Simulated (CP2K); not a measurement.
**C2H3NO (SMILES C=CN=O): PBE/TZV2P-MOLOPT-PBE-GTH (core potential)**

Aim: the energy change on altering one bond length of C2H3NO at PBE/TZV2P-MOLOPT-PBE-GTH (core potential), from 2 runs. 

The calculation is run with CP2K 2026.2.

1 further run of the same task is left out (set aside as unsound or not needed).

## 1. The system as given

The species is C2H3NO (7 atoms), meant as a singlet with charge 0. As SMILES, `C=CN=O`. The shape is that of a PBE0-D4/def2-TZVP optimisation. This is one conformer, not always the lowest.

Bond lengths: C1–C2 1.328 Å, C2–N3 1.420 Å, N3–O4 1.204 Å, C1–H5 1.082 Å, C1–H6 1.084 Å, C2–H7 1.088 Å. Angles: C1–C2–N3 116.9°, C2–N3–O4 113.9°, C1–C2–H7 125.8°, N3–C2–H7 117.3°, C2–C1–H5 122.0°, C2–C1–H6 119.3°, H5–C1–H6 118.6°.

## 2. A single-point energy at PBE/TZV2P-MOLOPT-PBE-GTH (core potential)

The input, calc.inp:

```
&GLOBAL
  PROJECT_NAME calc
  RUN_TYPE ENERGY
  PRINT_LEVEL MEDIUM
&END GLOBAL

&FORCE_EVAL
  METHOD Quickstep
  &DFT
    BASIS_SET_FILE_NAME BASIS_MOLOPT_UZH
    POTENTIAL_FILE_NAME POTENTIAL_UZH
    CHARGE 0
    MULTIPLICITY 1
    &QS
      METHOD GPW
      EPS_DEFAULT 1.0E-10
    &END QS
    &MGRID
      CUTOFF 400
      REL_CUTOFF 50
      NGRIDS 4
    &END MGRID
    &POISSON
      PERIODIC NONE
      POISSON_SOLVER MULTIPOLE
    &END POISSON
    # SCF settings
    &SCF
      SCF_GUESS ATOMIC
      EPS_SCF 1.0E-06
      MAX_SCF 80
      ADDED_MOS 5
      &DIAGONALIZATION
        ALGORITHM STANDARD
      &END DIAGONALIZATION
      &MIXING
        METHOD DIRECT_P_MIXING
        ALPHA 0.4
      &END MIXING
    &END SCF
    &XC
      &XC_FUNCTIONAL PBE
      &END XC_FUNCTIONAL
    &END XC
    # extra output
    &PRINT
      &MOMENTS
        PERIODIC F
        REFERENCE COM
        MAX_MOMENT 1
      &END MOMENTS
      &MO ON
        ENERGIES T
        OCCUPATION_NUMBERS T
        NDIGITS 6
        &EACH
          QS_SCF 0
        &END EACH
        ADD_LAST NUMERIC
      &END MO
      &HIRSHFELD OFF
      &END HIRSHFELD
    &END PRINT
  &END DFT
  &SUBSYS
    &CELL
      ABC [angstrom] 7.8 11.3 9.8
      PERIODIC NONE
    &END CELL
    &COORD
      UNIT bohr
      C      0.1546741     1.8841514    -0.7309650
      C     -0.1801854    -0.1967583     0.6326425
      N      0.2582689    -2.5399809    -0.5988542
      O     -0.0751544    -4.3552329     0.7318342
      H     -0.1356823     3.7521457     0.0503801
      H      0.7369743     1.7184602    -2.6887401
      H     -0.7589140    -0.2627853     2.6037024
    &END COORD
    &TOPOLOGY
      &CENTER_COORDINATES
      &END CENTER_COORDINATES
    &END TOPOLOGY
    &KIND C
      BASIS_SET TZV2P-MOLOPT-PBE-GTH-q4
      POTENTIAL GTH-PBE-q4
    &END KIND
    &KIND N
      BASIS_SET TZV2P-MOLOPT-PBE-GTH-q5
      POTENTIAL GTH-PBE-q5
    &END KIND
    &KIND O
      BASIS_SET TZV2P-MOLOPT-PBE-GTH-q6
      POTENTIAL GTH-PBE-q6
    &END KIND
    &KIND H
      BASIS_SET TZV2P-MOLOPT-PBE-GTH-q1
      POTENTIAL GTH-PBE-q1
    &END KIND
  &END SUBSYS
&END FORCE_EVAL
```

The run is started by

```sh
$ OMP_NUM_THREADS=1 cp2k.psmp -i calc.inp > calc.out 2>&1
```

Output, shortened:

```text
CP2K| version string:                                       CP2K version 2026.2
[...]
 GLOBAL| Method name                                                        CP2K
[...]
 GLOBAL| Run type                                                         ENERGY
[...]
 DFT| Spin restricted Kohn-Sham (RKS) calculation                            RKS
 DFT| Multiplicity                                                             1
[...]
 DFT| Charge                                                                   0
[...]
 FUNCTIONAL| PBE:
 QS| Method:                                                                 GPW
[...]
 QS| Density cutoff [a.u.]:                                                200.0
[...]
 QS| Relative density cutoff [a.u.]:                                        25.0
[...]
                             - Atoms:                                          7
[...]
                             - Spherical basis functions:                    158
[...]
 Number of electrons:                                                         22
[...]
     1 P_Mix/Diag. 0.40E+00    0.8     0.79379554       -38.7738281877 -3.88E+01
[...]
    20 DIIS/Diag.  0.58E-06    0.8     0.00000066       -39.0168534039 -9.81E-13
  *** SCF run converged in    20 steps ***
[...]
  Overlap energy of the core charge distribution:               0.00000214242859
  Self energy of the core charge distribution:                -97.27152175804832
  Core Hamiltonian energy:                                     28.81041173272625
  Hartree energy:                                              39.91130915832301
  Exchange-correlation energy:                                -10.46705467932891
  Total energy:                                               -39.01685340389939
[...]
                     Mulliken Population Analysis
 #  Atom  Element  Kind  Atomic population                           Net charge
       1     C        1          3.925805                              0.074195
       2     C        1          3.654612                              0.345388
       3     N        2          4.942679                              0.057321
       4     O        3          6.417731                             -0.417731
       5     H        4          1.012617                             -0.012617
       6     H        4          1.001582                             -0.001582
       7     H        4          1.044974                             -0.044974
 # Total charge                             22.000000                  0.000000
[...]
  Dipole moment [Debye]
    X= -0.1986009E+00 Y=  0.3245140E+01 Z=  0.3071243E+00  Total=      3.2656854
 ENERGY| Total FORCE_EVAL ( QS ) energy [hartree]            -39.016853403899390
[...]
```

It took 18 s on 1 thread of Arm Neoverse V2, shared host; peak memory 0.67 GiB.

## 3. The distorted shape at the same level

The input, qs.inp:

```
&GLOBAL
  PROJECT qs
  RUN_TYPE ENERGY
  PRINT_LEVEL MEDIUM
&END GLOBAL

&FORCE_EVAL
  METHOD QUICKSTEP
  &DFT
    BASIS_SET_FILE_NAME BASIS_MOLOPT_UZH
    POTENTIAL_FILE_NAME POTENTIAL_UZH
    &QS
      METHOD GPW
      EPS_DEFAULT 1.0E-10
    &END QS
    &MGRID
      CUTOFF 400
      REL_CUTOFF 50
      NGRIDS 4
    &END MGRID
    &POISSON
      PERIODIC NONE
      POISSON_SOLVER MULTIPOLE
    &END POISSON
    &SCF
      SCF_GUESS ATOMIC
      EPS_SCF 1.0E-06
      MAX_SCF 80
      ADDED_MOS 10
      &DIAGONALIZATION
        ALGORITHM STANDARD
      &END DIAGONALIZATION
      &MIXING
        METHOD BROYDEN_MIXING
        ALPHA 0.4
        NBUFFER 8
      &END MIXING
    &END SCF
    &XC
      &XC_FUNCTIONAL PBE
      &END XC_FUNCTIONAL
    &END XC
    &PRINT
      &MOMENTS
        PERIODIC F
        REFERENCE COM
        MAX_MOMENT 1
      &END MOMENTS
      &MO ON
        ENERGIES T
        OCCUPATION_NUMBERS T
        NDIGITS 6
        &EACH
          QS_SCF 0
        &END EACH
        ADD_LAST NUMERIC
      &END MO
      &HIRSHFELD OFF
      &END HIRSHFELD
    &END PRINT
  &END DFT
  &SUBSYS
    &CELL
      ABC 7.8 11.8 9.8
      PERIODIC NONE
    &END CELL
    &COORD
      C      0.158679     0.502777    -0.593555
      C     -0.018521    -0.598393     0.128035
      N      0.213499    -1.838373    -0.523645
      O      0.037059    -2.798963     0.180525
      H     -0.071800     1.985550     0.026660
      H      0.466819     0.415097    -1.629565
      H     -0.324771    -0.633333     1.171075
    &END COORD
    &TOPOLOGY
      &CENTER_COORDINATES
      &END CENTER_COORDINATES
    &END TOPOLOGY
    &KIND C
      BASIS_SET TZV2P-MOLOPT-PBE-GTH-q4
      POTENTIAL GTH-PBE-q4
    &END KIND
    &KIND N
      BASIS_SET TZV2P-MOLOPT-PBE-GTH-q5
      POTENTIAL GTH-PBE-q5
    &END KIND
    &KIND O
      BASIS_SET TZV2P-MOLOPT-PBE-GTH-q6
      POTENTIAL GTH-PBE-q6
    &END KIND
    &KIND H
      BASIS_SET TZV2P-MOLOPT-PBE-GTH-q1
      POTENTIAL GTH-PBE-q1
    &END KIND
  &END SUBSYS
&END FORCE_EVAL
```

The run is started by

```sh
$ OMP_NUM_THREADS=1 cp2k.psmp -i qs.inp -o qs.out
```

Output, shortened:

```text
CP2K| version string:                                       CP2K version 2026.2
[...]
 GLOBAL| Method name                                                        CP2K
[...]
 GLOBAL| Run type                                                         ENERGY
[...]
 DFT| Spin restricted Kohn-Sham (RKS) calculation                            RKS
 DFT| Multiplicity                                                             1
[...]
 DFT| Charge                                                                   0
[...]
 FUNCTIONAL| PBE:
 QS| Method:                                                                 GPW
[...]
 QS| Density cutoff [a.u.]:                                                200.0
[...]
 QS| Relative density cutoff [a.u.]:                                        25.0
[...]
                             - Atoms:                                          7
[...]
                             - Spherical basis functions:                    158
[...]
 Number of electrons:                                                         22
[...]
     1 NoMix/Diag. 0.40E+00    0.8     0.79049788       -38.7054932758 -3.87E+01
[...]
    22 Broy./Diag. 0.40E+00    1.1     0.00000046       -38.9419277371  9.81E-07
  *** SCF run converged in    22 steps ***
[...]
  Overlap energy of the core charge distribution:               0.00000174863644
  Self energy of the core charge distribution:                -97.27152175804832
  Core Hamiltonian energy:                                     28.49018423904567
  Hartree energy:                                              40.17563165880234
  Exchange-correlation energy:                                -10.33622362550672
  Total energy:                                               -38.94192773707059
[...]
  Dipole moment [Debye]
    X= -0.1795587E+00 Y=  0.2936002E+01 Z=  0.2778669E+00  Total=      2.9545829
 ENERGY| Total FORCE_EVAL ( QS ) energy [hartree]            -38.941927737070593
[...]
```

It took 24 s on 1 thread of Arm Neoverse V2, shared host; peak memory 1.2 GiB.

## 4. Outcome

Level: PBE/TZV2P-MOLOPT-PBE-GTH (core potential).

| quantity | value |
| --- | --- |
| first shape: total energy | -39.01685 Eh |
| first shape: dipole moment | 3.27 D |
| first shape: HOMO energy | -4.93 eV |
| first shape: LUMO energy | -3.87 eV |
| first shape: HOMO–LUMO gap | 1.07 eV |
| distorted shape: total energy | -38.94193 Eh |
| distorted shape: dipole moment | 2.95 D |
| distorted shape: HOMO energy | -5.05 eV |
| distorted shape: LUMO energy | -3.94 eV |
| distorted shape: HOMO–LUMO gap | 1.11 eV |
| energy change with the C1–H5 bond stretched from 1.082 to 1.624 Å | 2.039 eV |

**Reading.** One bond (distorted shape) is far stretched, which a spin-restricted single reference describes badly; a broken-symmetry solution may lie lower. With the C1–H5 bond stretched from 1.082 to 1.624 Å the energy rises by 2.04 eV (197 kJ/mol). The first shape isn't relaxed at this level, so the change isn't measured from a minimum. A restricted reference can't describe the breaking bond well at this length.
